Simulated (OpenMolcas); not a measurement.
# MgH (SMILES [MgH]): the vertical ionisation energy from total energies

The species is MgH (2 atoms), meant as a doublet with charge 0. As SMILES, `[MgH]`. Geometry: relaxed at PBE0-D4/def2-TZVP.

```xyz
2

Mg   -0.7427    0.2438   -0.3857
H     0.7427   -0.2438    0.3857
```

Both states at this one shape; open shells run unrestricted unless said. 1 Eh = 27.2114 eV.

```tsv
level	program	doublet MgH (Eh)	singlet MgH+ (Eh)
UHF/STO-3G	OpenMolcas	-197.563941	-197.494691
UHF/3-21G	OpenMolcas	-199.004076	-198.752698
USVWN5/pcseg-0	OpenMolcas	-199.412682	-199.160662
UBLYP/cc-pVTZ	OpenMolcas	-200.633178	-200.377510
```

Work out the vertical ionisation energy at each level.


1. UHF/STO-3G: -197.494691 − (-197.563941) = 0.069250 Eh = 1.88 eV.
2. UHF/3-21G: -198.752698 − (-199.004076) = 0.251378 Eh = 6.84 eV.
3. USVWN5/pcseg-0: -199.160662 − (-199.412682) = 0.252020 Eh = 6.86 eV.
4. UBLYP/cc-pVTZ: -200.377510 − (-200.633178) = 0.255668 Eh = 6.96 eV.

No measured value is set beside it here; the levels span 1.88 to 6.96 eV. Minimal sets are far from the basis-set limit.
